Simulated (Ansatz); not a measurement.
A nudged elastic band was laid between two geometries of AlH5O2 (8 atoms, charge 0, multiplicity 1).

Level of theory: RKS PBE-D4/def2-SVP in Ansatz.

```yaml
movable_images: 5
climbing_image: yes
spring: 5.0 eV/Å²
optimiser: quadratic models (default)
start_path: through a guess of the saddle point
force_threshold: 0.05 eV/Å
iteration_limit: 60
end_points: relaxed
```

First end point:

```xyz
8
Properties=species:S:1:pos:R:3
Al 0.105 -0.066 0.263
H 0.332 -0.690 1.724
H 1.219 -0.112 -0.887
O -1.601 0.011 -0.268
H -1.923 -0.296 -1.129
O -0.310 1.861 0.729
H -1.219 1.641 0.346
H -0.436 2.012 1.687
```

Last end point:

```xyz
8
Properties=species:S:1:pos:R:3
Al -0.229 0.584 -0.301
H 0.049 -0.264 2.124
H 1.180 -0.036 -0.678
O -1.736 -0.206 -0.562
H -1.804 -1.088 -0.959
O -0.257 2.203 0.280
H -1.086 2.660 0.491
H 0.051 0.507 2.068
```

Problem. What changes between the two ends?

Solution. Bonds broken: Al1–H2, O6–H8. Bonds formed: H2–H8. AlH5O2 becomes AlH3O2 + H2.

Problem. What energy profile does the band end with?

Solution. It converged. The highest image is number 3 of 0 to 6, 55.6 kJ/mol above the first end and 69.2 kJ/mol above the last; the last end lies 13.6 kJ/mol below the first. A vibrational analysis at the climbing image gives one clearly imaginary mode, 1004i cm⁻¹: a first-order saddle point. The orbitals stay closed-shell, which can raise the energy where a bond breaks towards radicals; this wasn't checked here.

```csv
image,path coordinate (Å),energy (kJ/mol),Al1–H2 (Å),O6–H8 (Å),H2–H8 (Å)
0,0.00,0.0,1.60,0.98,2.81
1,0.61,6.7,1.62,0.98,2.38
2,1.22,21.2,1.64,1.00,1.79
3,1.84,55.6,1.79,1.25,1.08
4,2.27,16.8,2.04,1.71,0.83
5,2.70,-9.0,2.35,2.13,0.78
6,3.14,-13.6,2.58,2.48,0.77
```

Problem. What is the geometry of the highest image?

Solution. 
```xyz
8
Properties=species:S:1:pos:R:3
Al -0.097 0.220 0.011
H 0.036 0.027 1.789
H 1.245 -0.176 -0.743
O -1.683 -0.192 -0.526
H -1.894 -0.911 -1.139
O -0.209 1.960 0.730
H -1.104 2.354 0.729
H -0.126 1.079 1.615
```

Problem. What are the harmonic wavenumbers there?

Solution. 1004i, 179, 251, 378, 485, 528, 567, 624, 712, 749, 842, 1001, 1378, 1670, 1847, 1918, 3700, 3836 cm⁻¹.

The band took 14 iterations and about 100 core-seconds.

Time of the run: 100 s on 1 thread of Arm Neoverse V2 (shared host), peak memory 0.12 GiB.
